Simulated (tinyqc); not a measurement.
Worked calculation: UHF in the sto-3g basis, for CH3-, spin multiplicity 1. The basis has no diffuse functions, so it cannot describe the extra electron: this is an exercise in the method, not the real anion. One step of it, computed by the program tinyqc.

Question. Iteration 1: diagonalisation and new density. Diagonalise F' = X^T F X, C = X C', fill 5 alpha and 5 beta electrons from the bottom; D(s) = C_occ C_occ^T. Each column has its largest component positive (the first on a tie).

F(alpha) (hartree):
```
            1C 1s      1C 2s     1C 2px     1C 2py     1C 2pz      2H 1s      3H 1s      4H 1s
1C 1s   -9.775090  -2.699790  -0.001967   0.000000   0.000056  -0.367754  -0.366303  -0.366399
1C 2s   -2.699790  -0.655319  -0.022371   0.001386   0.002256  -0.297688  -0.273518  -0.272852
1C 2px  -0.001967  -0.022371   0.498780   0.000102   0.000102  -0.182619   0.073875   0.073815
1C 2py   0.000000   0.001386   0.000102   0.480287   0.131017   0.000084  -0.110134   0.110198
1C 2pz   0.000056   0.002256   0.000102   0.131017   0.729105   0.001490  -0.069058   0.071636
2H 1s   -0.367754  -0.297688  -0.182619   0.000084   0.001490   0.100394  -0.068485  -0.068582
3H 1s   -0.366303  -0.273518   0.073875  -0.110134  -0.069058  -0.068485   0.178963  -0.047772
4H 1s   -0.366399  -0.272852   0.073815   0.110198   0.071636  -0.068582  -0.047772   0.178514
```

F(beta) (hartree):
```
            1C 1s      1C 2s     1C 2px     1C 2py     1C 2pz      2H 1s      3H 1s      4H 1s
1C 1s   -9.775090  -2.699790  -0.001967   0.000000   0.000056  -0.367754  -0.366399  -0.366303
1C 2s   -2.699790  -0.655319  -0.022371  -0.001386   0.002256  -0.297688  -0.272852  -0.273518
1C 2px  -0.001967  -0.022371   0.498780  -0.000102   0.000102  -0.182619   0.073815   0.073875
1C 2py   0.000000  -0.001386  -0.000102   0.480287  -0.131017  -0.000084  -0.110198   0.110134
1C 2pz   0.000056   0.002256   0.000102  -0.131017   0.729105   0.001490   0.071636  -0.069058
2H 1s   -0.367754  -0.297688  -0.182619  -0.000084   0.001490   0.100394  -0.068582  -0.068485
3H 1s   -0.366399  -0.272852   0.073815  -0.110198   0.071636  -0.068582   0.178514  -0.047772
4H 1s   -0.366303  -0.273518   0.073875   0.110134  -0.069058  -0.068485  -0.047772   0.178963
```

X:
```
            1C 1s      1C 2s     1C 2px     1C 2py     1C 2pz      2H 1s      3H 1s      4H 1s
1C 1s    1.026964  -0.149432   0.000002   0.000000   0.000181   0.020453   0.020450   0.020450
1C 2s   -0.149432   1.194625  -0.000013   0.000000  -0.001533  -0.205954  -0.205903  -0.205903
1C 2px   0.000002  -0.000013   1.093306   0.000000   0.000000  -0.221445   0.110768   0.110768
1C 2py   0.000000   0.000000   0.000000   1.093201   0.000000   0.000000  -0.191688   0.191688
1C 2pz   0.000181  -0.001533   0.000000   0.000000   1.000014   0.001861   0.001860   0.001860
2H 1s    0.020453  -0.205954  -0.221445   0.000000   0.001861   1.117981  -0.014022  -0.014022
3H 1s    0.020450  -0.205903   0.110768  -0.191688   0.001860  -0.014022   1.117931  -0.014009
4H 1s    0.020450  -0.205903   0.110768   0.191688   0.001860  -0.014022  -0.014009   1.117931
```

Give: F' = X^T F X; orbital energies; coefficients C; F' = X^T F X; orbital energies; coefficients C; D(alpha) after iteration 1; D(beta) after iteration 1.

Answer.

F' = X^T F X (alpha) (hartree):
```
        1       2       3       4       5       6       7       8
1  -9.536  -1.566   0.001   0.000   0.000  -0.007  -0.007  -0.007
2  -1.566   0.162  -0.019   0.002  -0.001  -0.305  -0.302  -0.300
3   0.001  -0.019   0.735   0.000   0.000  -0.398   0.196   0.196
4   0.000   0.002   0.000   0.683   0.170   0.000  -0.294   0.294
5   0.000  -0.001   0.000   0.170   0.729   0.003  -0.102   0.108
6  -0.007  -0.305  -0.398   0.000   0.003   0.352  -0.040  -0.040
7  -0.007  -0.302   0.196  -0.294  -0.102  -0.040   0.415  -0.006
8  -0.007  -0.300   0.196   0.294   0.108  -0.040  -0.006   0.415
```

orbital energies (alpha) (hartree): MO1 -9.784, MO2 -0.150, MO3 0.077, MO4 0.115, MO5 0.600, MO6 0.887, MO7 1.092, MO8 1.118

coefficients C (alpha):
```
           MO1     MO2     MO3     MO4     MO5     MO6     MO7     MO8
1C 1s    0.991  -0.188   0.037   0.000  -0.004  -0.241   0.030   0.001
1C 2s    0.035   0.549  -0.117   0.001   0.017   1.113  -0.142  -0.004
1C 2px   0.000   0.065   0.420  -0.001   0.001   0.145   1.033   0.004
1C 2py   0.000  -0.001   0.000   0.419  -0.536   0.011  -0.005   0.898
1C 2pz   0.000  -0.002   0.000   0.034   0.865  -0.015  -0.001   0.501
2H 1s   -0.006   0.425   0.565   0.000  -0.007  -0.657  -0.641   0.001
3H 1s   -0.006   0.261  -0.345   0.538   0.290  -0.541   0.440  -0.543
4H 1s   -0.006   0.262  -0.346  -0.536  -0.303  -0.528   0.434   0.554
```

F' = X^T F X (beta) (hartree):
```
        1       2       3       4       5       6       7       8
1  -9.536  -1.566   0.001   0.000   0.000  -0.007  -0.007  -0.007
2  -1.566   0.162  -0.019  -0.002  -0.001  -0.305  -0.300  -0.302
3   0.001  -0.019   0.735   0.000   0.000  -0.398   0.196   0.196
4   0.000  -0.002   0.000   0.683  -0.170   0.000  -0.294   0.294
5   0.000  -0.001   0.000  -0.170   0.729   0.003   0.108  -0.102
6  -0.007  -0.305  -0.398   0.000   0.003   0.352  -0.040  -0.040
7  -0.007  -0.300   0.196  -0.294   0.108  -0.040   0.415  -0.006
8  -0.007  -0.302   0.196   0.294  -0.102  -0.040  -0.006   0.415
```

orbital energies (beta) (hartree): MO1 -9.784, MO2 -0.150, MO3 0.077, MO4 0.115, MO5 0.600, MO6 0.887, MO7 1.092, MO8 1.118

coefficients C (beta):
```
           MO1     MO2     MO3     MO4     MO5     MO6     MO7     MO8
1C 1s    0.991  -0.188   0.037   0.000  -0.004  -0.241   0.030  -0.001
1C 2s    0.035   0.549  -0.117   0.001   0.017   1.113  -0.142   0.004
1C 2px   0.000   0.065   0.420  -0.001   0.001   0.145   1.033  -0.004
1C 2py   0.000   0.001   0.000  -0.419   0.536  -0.011   0.005   0.898
1C 2pz   0.000  -0.002   0.000   0.034   0.865  -0.015  -0.001  -0.501
2H 1s   -0.006   0.425   0.565   0.000  -0.007  -0.657  -0.641  -0.001
3H 1s   -0.006   0.262  -0.346  -0.536  -0.303  -0.528   0.434  -0.554
4H 1s   -0.006   0.261  -0.345   0.538   0.290  -0.541   0.440   0.543
```

D(alpha) after iteration 1:
```
         1C 1s   1C 2s  1C 2px  1C 2py  1C 2pz   2H 1s   3H 1s   4H 1s
1C 1s    1.019  -0.072   0.004   0.002  -0.003  -0.065  -0.069  -0.067
1C 2s   -0.072   0.317  -0.014  -0.010   0.014   0.167   0.189   0.179
1C 2px   0.004  -0.014   0.180  -0.001   0.001   0.265  -0.128  -0.128
1C 2py   0.002  -0.010  -0.001   0.462  -0.449   0.003   0.069  -0.063
1C 2pz  -0.003   0.014   0.001  -0.449   0.749  -0.006   0.268  -0.281
2H 1s   -0.065   0.167   0.265   0.003  -0.006   0.499  -0.086  -0.082
3H 1s   -0.069   0.189  -0.128   0.069   0.268  -0.086   0.561  -0.189
4H 1s   -0.067   0.179  -0.128  -0.063  -0.281  -0.082  -0.189   0.568
```

D(beta) after iteration 1:
```
         1C 1s   1C 2s  1C 2px  1C 2py  1C 2pz   2H 1s   3H 1s   4H 1s
1C 1s    1.019  -0.072   0.004  -0.002  -0.003  -0.065  -0.067  -0.069
1C 2s   -0.072   0.317  -0.014   0.010   0.014   0.167   0.179   0.189
1C 2px   0.004  -0.014   0.180   0.001   0.001   0.265  -0.128  -0.128
1C 2py  -0.002   0.010   0.001   0.462   0.449  -0.003   0.063  -0.069
1C 2pz  -0.003   0.014   0.001   0.449   0.749  -0.006  -0.281   0.268
2H 1s   -0.065   0.167   0.265  -0.003  -0.006   0.499  -0.082  -0.086
3H 1s   -0.067   0.179  -0.128   0.063  -0.281  -0.082   0.568  -0.189
4H 1s   -0.069   0.189  -0.128  -0.069   0.268  -0.086  -0.189   0.561
```
